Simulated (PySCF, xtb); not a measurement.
carbon disulfide (CS₂), SMILES S=C=S.

GFN2-xTB (xtb 6.7.1) at its own geometry gives an orbital gap of 3.24 eV and a dipole moment of 0.00 D.

Coordinates come from a B3LYP-D3(BJ)/def2-TZVP optimisation.

Question: What does B3LYP/def2-TZVPD in PySCF give? (Estimate from the structure and the level; the computed values follow.)

Answer: gap 5.37 eV (levels -7.61 and -2.24 eV), dipole 0.00 D.
